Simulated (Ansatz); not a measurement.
CH3O (SMILES C[O]) moved off its minimum; all values from Ansatz (an electronic-structure program), cores frozen in correlated methods. Open shells are unrestricted.
(charge 0, multiplicity 2)
```xyz
5

C     -0.5201     0.2286     0.1065
O      0.8272    -0.1204    -0.1727
H     -0.8074    -0.0914     1.0416
H     -0.8139     1.0429    -0.4862
H     -1.1771    -0.5309    -0.4679
```

Forces at B3LYP/def2-TZVPP (eV/Å):

```json
[
 {"atom": "C1", "Fx": "1.963", "Fy": "-3.298", "Fz": "-3.528"},
 {"atom": "O2", "Fx": "-1.732", "Fy": "0.412", "Fz": "0.390"},
 {"atom": "H3", "Fx": "-0.701", "Fy": "0.671", "Fz": "2.637"},
 {"atom": "H4", "Fx": "-0.523", "Fy": "2.043", "Fz": "0.357"},
 {"atom": "H5", "Fx": "0.992", "Fy": "0.172", "Fz": "0.144"}
]
```

Task: Give the forces (eV/Å), the total energy and the dipole at CCSD(T)/cc-pVTZ.

Result: 
| atom | Fx | Fy | Fz |
|---|---|---|---|
| C1 | 1.637 | -3.331 | -3.572 |
| O2 | -1.464 | 0.333 | 0.329 |
| H3 | -0.706 | 0.735 | 2.669 |
| H4 | -0.524 | 2.084 | 0.420 |
| H5 | 1.057 | 0.180 | 0.154 |
Energy -114.8534 hartree, dipole 2.19 D.
